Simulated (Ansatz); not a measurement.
in.yaml

```yaml
crystal:
  periodic: [false, false, false]
  atoms:
    - {symbol: B, position_ang: [-0.177412, 0.000000, 0.000000]}
    - {symbol: H, position_ang: [-0.774145, 1.033571, 0.000000]}
    - {symbol: H, position_ang: [-0.774145, -1.033571, 0.000000]}
    - {symbol: H, position_ang: [1.165588, 0.000000, 0.000000]}
    - {symbol: H, position_ang: [2.285588, 0.000000, 0.000000]}
basis:
  gaussian: {orbitals: 6-31G}
magnetization: {spin_polarized: false, initial_magnetization: 1}
correlation: {method: bccd_t, electrons: outside_noble_gas}
```

```sh
$ ansatz run in.yaml --threads 1 --pin off --events-out ev --progress --plain --max-ram 2393MiB
```

Problem. Roughly how long does this take on 1 thread of Arm Neoverse V2, shared host, and how much host memory?

Solution. 0.36 s wall and 0.07 GiB.

```
254 factors; integrals over basis functions are off by at most 4.9e-4 eV
mean field evaluation 1: about -729.4933 eV, gradient 9.3e0 eV
mean field evaluation 2: about -729.4889 eV, gradient 9.3e0 eV
mean field evaluation 4: about -730.3013 eV, gradient 1.3e0 eV
mean field evaluation 8: about -730.3506 eV, gradient 2.5e-2 eV
mean field evaluation 16: about -730.3471 eV, gradient 6.4e-1 eV
mean field evaluation 32: about -727.6354 eV, gradient 3.5e-6 eV
mean field evaluation 64: about -727.6354 eV, gradient 8.5e-5 eV
mean field -730.35056556 eV, -26.8398882349 hartree, gradient 2.3e-6 eV, S^2 0.750000; 4 other end points of the search recorded, 0 dependent functions left out
mean field evaluation 96: about -730.4892 eV, gradient 9.7e-4 eV
determinant -730.35056556 eV, -26.8398882349 hartree, with singles and doubles -732.61081103 eV, -26.9229507237 hartree
determinant -727.63535793 eV, -26.7401061951 hartree, with singles and doubles -730.48204635 eV, -26.8447200647 hartree
1 core orbitals not correlated: weight in the atoms' cores, before any rotation towards them, 1.000 or more for the frozen orbitals, at most 0.000 for the correlated occupied ones
reference -730.35056556 eV, -26.8398882349 hartree; 4, 3 occupied and 12, 13 virtual orbitals, 254 factors
second order -1.63532523 eV of doubles, -0.06638424 eV of singles
cycle   1  -2.26361744 eV  change   -3.4e-3 eV  update   4.1e-3
cycle   2  -2.26116465 eV  change    2.5e-3 eV  update   2.2e-3
cycle   3  -2.26091149 eV  change    2.5e-4 eV  update   6.7e-4
cycle   4  -2.26101222 eV  change   -1.0e-4 eV  update   1.9e-4
cycle   5  -2.26109038 eV  change   -7.8e-5 eV  update   7.2e-5
cycle   6  -2.26113489 eV  change   -4.5e-5 eV  update   2.7e-5
cycle   7  -2.26114840 eV  change   -1.4e-5 eV  update   7.9e-6
cycle   8  -2.26114988 eV  change   -1.5e-6 eV  update   2.2e-6
perturbative correction -0.02841707 eV, -0.0010443081 hartree
Total energy: -732.64013251 eV, -26.9240282683 hartree
```

For the same geometry and basis full CI lies 10.6 meV lower.
